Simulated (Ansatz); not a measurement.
# The cluster B₄H₄−: the relaxed shape and its frontier levels

What does the cluster B₄H₄− look like as a doublet, and where do its frontier electrons sit?

Program: Ansatz 0.2.0, Gaussian basis. Level of theory: UKS PBE0-D4/def2-TZVPD. These are calculated values, not measurements.

Levels to be run: a search for the lowest solution at PBE0-D4/def2-SVP; a single point at PBE0-D4/def2-TZVPD; harmonic vibrations at r2SCAN-D4/def2-TZVPD.

2 further runs of the same task are left out: 2 that didn't finish. Runs told in other sessions of the task aren't counted.

## 1. The structure

The doublet was relaxed beforehand with r2SCAN-D4/def2-TZVPD. At that level it is the lowest of the isomers that a small search found.

8 atoms, charge -1, spin multiplicity 2.

Atoms are counted from 1 here; the program's logs count them from 0.

Bond lengths: B1–B3 1.631 Å, B1–B4 1.631 Å, B1–H7 1.204 Å, B2–B3 1.631 Å, B2–B4 1.631 Å, B2–H8 1.204 Å, B3–H6 1.204 Å, B4–H5 1.204 Å. Angles: B3–B1–B4 69.1°, B3–B1–H7 143.6°, B4–B1–H7 143.6°, B3–B2–B4 69.1°, B3–B2–H8 143.6°, B4–B2–H8 143.6°, B1–B3–B2 69.1°, B1–B3–H6 143.7°, B2–B3–H6 143.6° and more.

The ion is computed in the gas phase, without counter-ions or solvent.

Bonds by kind at the end (by distance):

```tsv
bond	count	shortest (Å)	longest (Å)
B–B	6	1.631	1.850
B–H	4	1.204	1.204
```

## 2. Searching for the lowest solution, PBE0-D4/def2-SVP

start.molden holds the orbitals of an earlier run on this state, given as this run's starting guess.

File in.yaml:

```yaml
crystal:
  periodic: [false, false, false]
  atoms:
    - {symbol: B, position_ang: [-0.479042, 0.453419, -0.810897]}
    - {symbol: B, position_ang: [-0.461042, -0.661300, 0.664802]}
    - {symbol: B, position_ang: [0.711468, -0.606704, -0.467182]}
    - {symbol: B, position_ang: [0.228581, 0.815590, 0.612755]}
    - {symbol: H, position_ang: [0.624508, 1.724276, 1.295891]}
    - {symbol: H, position_ang: [1.626233, -1.226092, -0.945385]}
    - {symbol: H, position_ang: [-1.144114, 0.906799, -1.706096]}
    - {symbol: H, position_ang: [-1.106592, -1.405987, 1.356103]}
basis:
  gaussian: {orbitals: def2-SVP, initial_orbitals: start.molden}
total_charge: -1
magnetization: {spin_polarized: true, initial_magnetization: 1}
hamiltonian: {xc: pbe0, dispersion: d4}
output: {orbitals: {seedname: orbitals}}
```

The run is started by

```
$ ansatz run in.yaml --threads 4 --pin off --events-out ev --progress --plain --max-ram 3916MiB
```

The log of the run:

```text
Functional definition: PBE0
  name "PBE0"
  cite "Adamo & Barone, J. Chem. Phys. 110, 6158 (1999) doi:10.1063/1.478522"
  cite "Perdew, Burke & Ernzerhof, Phys. Rev. Lett. 77, 3865 (1996) doi:10.1103/PhysRevLett.77.3865"
  parent pbe
  parameter a = 0.25
  parameter kappa = 0.804
  parameter beta = 0.06672455060314922
  exchange = (1 - a)*pbe_x(kappa = kappa, mu = beta*pi^2/3) + a*exact_x
  correlation = pbe_c(beta = beta)
848 factors; their error is unknown
mean field evaluation 1: about -2650.7226 eV, gradient 1.4e2 eV
mean field evaluation 2: about -2693.1572 eV, gradient 5.9e1 eV
mean field evaluation 4: about -2754.2438 eV, gradient 2.0e1 eV
mean field evaluation 8: about -2762.8194 eV, gradient 8.9e-2 eV
mean field evaluation 16: about -2762.8259 eV, gradient 1.2e-1 eV
mean field -2762.81946509 eV, -101.5317426356 hartree, gradient 2.5e-5 eV, S^2 0.754186; 1 other end points of the search recorded, 0 dependent functions left out
reference -2762.81949307 eV, -101.5317436639 hartree; 13, 12 occupied and 63, 64 virtual orbitals, 848 factors
Total energy: -2762.94840264 eV, -101.5364810035 hartree
```

Run time: 1.4 s. Hardware: 4 threads of Arm Neoverse V1, shared host.

From the report: HOMO 0.03 eV, LUMO 2.91 eV (over both spins); ⟨S²⟩ 0.754 (pure: 0.75). Doubts: highest occupied level lies above zero.

## 3. Single point, PBE0-D4/def2-TZVPD

in.yaml: that of step 2 with these lines changed.

```diff
@@ -12,3 +12,3 @@
 basis:
-  gaussian: {orbitals: def2-SVP, initial_orbitals: start.molden}
+  gaussian: {orbitals: def2-TZVPD, initial_orbitals: start.molden}
 total_charge: -1
@@ -16,2 +16,3 @@
 hamiltonian: {xc: pbe0, dispersion: d4}
+scf: {omitted_lower_state_checks: [starts]}
 output: {orbitals: {seedname: orbitals}}
```

Launched as before.

The log of the run:

```text
Functional definition: PBE0
  name "PBE0"
  cite "Adamo & Barone, J. Chem. Phys. 110, 6158 (1999) doi:10.1063/1.478522"
  cite "Perdew, Burke & Ernzerhof, Phys. Rev. Lett. 77, 3865 (1996) doi:10.1103/PhysRevLett.77.3865"
  parent pbe
  parameter a = 0.25
  parameter kappa = 0.804
  parameter beta = 0.06672455060314922
  exchange = (1 - a)*pbe_x(kappa = kappa, mu = beta*pi^2/3) + a*exact_x
  correlation = pbe_c(beta = beta)
these checks for a lower state are left out or cut short: starts
864 factors; their error is unknown
mean field evaluation 1: about -2764.1412 eV, gradient 4.6e1 eV
mean field evaluation 2: about -2765.7464 eV, gradient 1.5e0 eV
mean field evaluation 4: about -2765.7620 eV, gradient 2.2e-1 eV
mean field evaluation 8: about -2765.7622 eV, gradient 1.2e-5 eV
mean field -2765.76221361 eV, -101.6398866491 hartree, gradient 1.2e-5 eV, S^2 0.755534; 0 other end points of the search recorded, 0 dependent functions left out
reference -2765.76225733 eV, -101.6398882559 hartree; 13, 12 occupied and 171, 172 virtual orbitals, 864 factors
Total energy: -2765.89116691 eV, -101.6446255955 hartree
Checks for a lower state left out: starts
```

Run time: 3 s. Hardware: 4 threads of Arm Neoverse V1, shared host.

Report: HOMO -0.15 eV, LUMO 2.67 eV (over both spins); ⟨S²⟩ 0.756 (pure: 0.75).

Mulliken charges, from this run's orbitals:

```tsv
atom	value (e)
B1	-0.21
B2	-0.20
B3	-0.20
B4	-0.20
H5	-0.05
H6	-0.05
H7	-0.05
H8	-0.05
```

Mulliken spin populations:

```tsv
atom	value (e)
B1	0.27
B2	0.27
B3	0.27
B4	0.27
H5	-0.02
H6	-0.02
H7	-0.02
H8	-0.02
```

Largest Mayer bond orders: B1–B4 1.23; B1–B3 1.23; B2–B3 1.23; B2–B4 1.23; B1–B2 0.99; B3–B4 0.99; B1–H7 0.76; B2–H8 0.76; B3–H6 0.76; B4–H5 0.76.

## 4. Vibrations by finite differences

in.yaml: that of step 3 with these lines changed.

```diff
@@ -12,7 +12,7 @@
 basis:
-  gaussian: {orbitals: def2-TZVPD, initial_orbitals: start.molden}
+  gaussian: {orbitals: def2-TZVPD}
 total_charge: -1
 magnetization: {spin_polarized: true, initial_magnetization: 1}
-hamiltonian: {xc: pbe0, dispersion: d4}
+hamiltonian: {xc: r2scan, dispersion: d4}
 scf: {omitted_lower_state_checks: [starts]}
-output: {orbitals: {seedname: orbitals}}
+phonons: {temperatures: {t_min: 298.15, t_max: 900, t_step: 200}}
```

The command is unchanged.

The log of the run, cut to the lines that bear on the results:

```text
Functional definition: r2SCAN
  name "r2SCAN"
  cite "Furness, Kaplan, Ning, Perdew & Sun, J. Phys. Chem. Lett. 11, 8208 (2020) doi:10.1021/acs.jpclett.0c02405"
  cite "Furness, Kaplan, Ning, Perdew & Sun, J. Phys. Chem. Lett. 11, 9248 (2020) doi:10.1021/acs.jpclett.0c03077"
  parent r2scan
[...]
864 factors; their error is unknown
[...]
mean field -2767.89744433 eV, -101.7183549308 hartree, gradient 4.5e-5 eV, S^2 0.758442; 0 other end points of the search recorded, 0 dependent functions left out
[...]
reference -2767.89747117 eV, -101.7183559171 hartree; 13, 12 occupied and 171, 172 virtual orbitals, 864 factors
[...]
864 factors; their error is unknown
mean field -2767.89736997 eV, -101.7183521980 hartree, gradient 2.4e-6 eV, S^2 0.758442; 0 other end points of the search recorded, 0 dependent functions left out
[...]
Atom 0 at    -0.479042     0.453419    -0.810897 Å, force    -0.000212     0.000725    -0.003006 eV/Å
Atom 1 at    -0.461042    -0.661300     0.664802 Å, force     0.000362    -0.001103     0.000384 eV/Å
Atom 2 at     0.711468    -0.606704    -0.467182 Å, force    -0.000791     0.001025     0.001920 eV/Å
Atom 3 at     0.228581     0.815590     0.612755 Å, force     0.000439    -0.002926     0.001786 eV/Å
Atom 4 at     0.624508     1.724276     1.295891 Å, force    -0.000009     0.000952    -0.001261 eV/Å
Atom 5 at     1.626233    -1.226092    -0.945385 Å, force     0.000138     0.000470    -0.000571 eV/Å
Atom 6 at    -1.144114     0.906799    -1.706096 Å, force     0.000177     0.000192     0.000702 eV/Å
Atom 7 at    -1.106592    -1.405987     1.356103 Å, force    -0.000104     0.000664     0.000047 eV/Å
Dipole moment:     0.000103    -0.000228     0.000145 e Å
Vibrations: 460.20 518.26 519.14 589.64 589.82 654.22 727.85 756.98 761.47 761.56 840.44 947.92 948.25 1085.65 2516.72 2522.86 2523.18 2561.25 cm⁻¹, zero-point energy 1.257537 eV
Checks for a lower state left out: starts
```

It took 1.8 min on 4 threads of Arm Neoverse V1, shared host.

Motions are named by where the mode's potential energy lies. The modes, unscaled (a negative number is an imaginary wavenumber):

```tsv
mode	cm⁻¹	motion
1	460	bend
2	518	bend with B–B stretch
3	519	bend
4	590	bend
5	590	bend
6	654	bend
7	728	bend
8	757	bend
9	761	bend
10	762	bend
11	840	bend
12	948	bend with B–B stretch
13	948	bend with B–B stretch
14	1086	B–B stretch
15	2517	B–H stretch
16	2523	B–H stretch
17	2523	B–H stretch
18	2561	B–H stretch
```

## 5. What came out

| quantity | value |
| --- | --- |
| point group | D2d |
| commonest bond, hydrogen aside | B–B, 6 of mean length 1.704 Å |
| HOMO, LUMO at PBE0-D4/def2-TZVPD (over both spins) | -0.15, 2.67 eV |
| ⟨S²⟩ | 0.756 |
| lowest, highest wavenumber | 460, 2561 cm⁻¹ |

**Reading.** All wavenumbers are real: a minimum at this level. Whether this spin is the lowest isn't tested here.

The anion's highest level is positive in at least one run, so there the basis alone may hold the extra electron.
